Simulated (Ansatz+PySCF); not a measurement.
# doublet SH: levels of theory in one basis

```yaml
atoms:
  - { symbol: S, position_ang: [0.0250, 0.0428, -0.0730] }
  - { symbol: H, position_ang: [-0.0161, 0.0144, 1.2292] }
```

Basis set: def2-SVP (spherical functions). Frozen core: 5 orbitals. Correlation on ROHF uses semicanonical orbitals with singles. Charge 0, multiplicity 2.

Computed with Ansatz (development build ahead of 0.2.0); each method stands on the lowest determinant of its kind that the runs found. NEVPT2 correlates all electrons. Active spaces start from the frontier orbitals, and the lowest solution found is given.

```tsv
method	E − E(ROHF) (eV)	<S²> of the determinant
ROHF	0.00	0.75
UHF	-0.11	0.76
ROHF-MP2	-3.12	–
UHF-MP2	-3.11	0.76
ROHF-CCSD	-3.67	–
UHF-CCSD	-3.67	0.76
CASSCF(7,5)	-0.49	–
SC-NEVPT2(7,5)	-3.25	–
```

(1) What does ROHF-CCSD(T) give on the same scale?

(2) Is a single determinant a sound starting point here?

Results:

(1) -3.73 eV.

(2) By this sign, yes. Unrestricted orbitals gain 0.11 eV and <S²> is 0.76 against 0.75 for a pure state. The CASSCF(7,5) natural occupations are 2.00, 2.00, 1.98, 1.00, 0.02.
